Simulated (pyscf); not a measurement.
**Routes from HO–SiH₃ + HO–SiH₃**

Candidate steps break at most two bonds and form at most two. Each was searched with GFN2-xTB (tblite) first. Structures and frequencies: ωB97X-D3(BJ)/def2-SVP in PySCF. Energies: ωB97M-D3(BJ)/def2-TZVP, kcal/mol, from the separated reactants, singlet surface; ΔG‡ with ideal gas, 1 atm, RRHO with modes under 100 cm⁻¹ raised to 100, one conformer, R ln 2 for chiral ones without a mode under 150 cm⁻¹.

| products | type | ΔE‡ | ΔE | ΔG‡ 298 K | ΔG‡ 900 K | ν‡ (cm⁻¹) |
|---|---|---|---|---|---|---|
| HO–SiH₂–OH + SiH₄ | four-centre exchange | 20.3 | -7.8 | 34.7 | 61.1 | 130i |
| HO–SiH₂–SiH₂–OH + H₂ | four-centre exchange | 59.0 | +8.7 | 70.8 | 94.3 | 1216i |

Plain bond fissions and candidates not yet searched are not listed, and one of them may be faster. Each barrier is that of the saddle found; lower ones may exist.
